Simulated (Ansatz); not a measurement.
# HMg2: the cost of one run

Computed with Ansatz 0.2.0, Gaussian basis. Level: def2-QZVPP, all electrons in the functionals, frozen cores in the correlation of double hybrids and RPA.

Plan: wB97M-V, B2PLYP, at charge 0, quartet; charge 0, doublet; charge 0, sextet; charge 1, triplet; charge 1, quintet.

## 1. The geometry

The geometry is a PBE0/def2-TZVP stationary point (not a proven minimum).

3 atoms, charge 0, spin multiplicity 4.

Atoms are counted from 1 here; the program's logs count them from 0.

Bond lengths: Mg1–H3 1.846 Å, Mg2–H3 1.846 Å. Angles: Mg1–H3–Mg2 100.7°.

Geometry (Å):

```
Mg    0.00000   -0.02393    1.42057
Mg    0.00000   -0.02393   -1.42057
H     0.00000    1.15428    0.00000
```

No dispersion term is added; wB97M-V holds VV10 nonlocal correlation.

The geometry shown and the zero of energy belong to the point charge 0, quartet. The yardstick, UCCSD(T), and other wave-function levels (R restricted, U unrestricted, valence and pair active spaces) come from earlier runs.

## 2. wB97M-V, charge 0, quartet

in.yaml

```yaml
crystal:
  periodic: [false, false, false]
  atoms:
    - {symbol: Mg, position_ang: [0.000000, -0.023934, 1.420565]}
    - {symbol: Mg, position_ang: [0.000000, -0.023934, -1.420565]}
    - {symbol: H, position_ang: [0.000000, 1.154280, 0.000000]}
basis:
  gaussian: {orbitals: "def2-QZVPP.json"}
magnetization: {spin_polarized: true, initial_magnetization: 3}
hamiltonian: {xc: {name: wB97M-V}}
output: {orbitals: {seedname: orbitals}}
```

Launch:

```
ansatz run in.yaml --threads 1 --pin off --events-out ev --progress --plain --max-ram 2393MiB
```

Q: Estimate wall time and peak memory on 1 thread of Arm Neoverse V2, shared host.

About 37 s, with a peak of 0.54 GiB.
